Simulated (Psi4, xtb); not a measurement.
Internal rotation in SMILES C#CCC (C₄H₆). Scanned: dihedral C2–C3–C4–H8; all other coordinates were relaxed at GFN2-xTB. Heavy atoms are numbered in the order of the SMILES C#CCC, hydrogens after them in the order of the atoms that carry them; the mirror image has the same energies with the sign of each dihedral reversed.

Methods: PBE-D3(BJ)/def2-TZVP // GFN2-xTB (Psi4); PBE/def2-TZVP // GFN2-xTB (Psi4); GFN1-xTB // GFN2-xTB (xtb); MP2/cc-pVTZ = DF-MP2 (frozen core)/cc-pVTZ // GFN2-xTB (Psi4).

Energies relative to the lowest point of each profile, in kJ/mol:

```json
[
 {"φ / °": "0", "PBE-D3(BJ)/def2-TZVP": "12.32", "PBE/def2-TZVP": "12.26", "GFN1-xTB": "7.83"},
 {"φ / °": "10", "PBE-D3(BJ)/def2-TZVP": "11.42", "PBE/def2-TZVP": "11.38", "GFN1-xTB": "7.29"},
 {"φ / °": "20", "PBE-D3(BJ)/def2-TZVP": "9.01", "PBE/def2-TZVP": "8.98", "GFN1-xTB": "5.80"},
 {"φ / °": "30", "PBE-D3(BJ)/def2-TZVP": "5.87", "PBE/def2-TZVP": "5.85", "GFN1-xTB": "3.83"},
 {"φ / °": "40", "PBE-D3(BJ)/def2-TZVP": "2.86", "PBE/def2-TZVP": "2.86", "GFN1-xTB": "1.89"},
 {"φ / °": "50", "PBE-D3(BJ)/def2-TZVP": "0.74", "PBE/def2-TZVP": "0.74", "GFN1-xTB": "0.50"},
 {"φ / °": "60", "PBE-D3(BJ)/def2-TZVP": "0.00", "PBE/def2-TZVP": "0.00", "GFN1-xTB": "0.00"},
 {"φ / °": "70", "PBE-D3(BJ)/def2-TZVP": "0.78", "PBE/def2-TZVP": "0.77", "GFN1-xTB": "0.49"},
 {"φ / °": "80", "PBE-D3(BJ)/def2-TZVP": "2.93", "PBE/def2-TZVP": "2.91", "GFN1-xTB": "1.87"},
 {"φ / °": "90", "PBE-D3(BJ)/def2-TZVP": "5.94", "PBE/def2-TZVP": "5.91", "GFN1-xTB": "3.80"},
 {"φ / °": "100", "PBE-D3(BJ)/def2-TZVP": "9.07", "PBE/def2-TZVP": "9.03", "GFN1-xTB": "5.79"},
 {"φ / °": "110", "PBE-D3(BJ)/def2-TZVP": "11.44", "PBE/def2-TZVP": "11.39", "GFN1-xTB": "7.28"}
]
```

Q: Predict the corresponding MP2/cc-pVTZ column.

A: 0: 14.09; 10: 13.05; 20: 10.28; 30: 6.67; 40: 3.24; 50: 0.83; 60: 0.00; 70: 0.89; 80: 3.33; 90: 6.76; 100: 10.34; 110: 13.07 (kJ/mol).
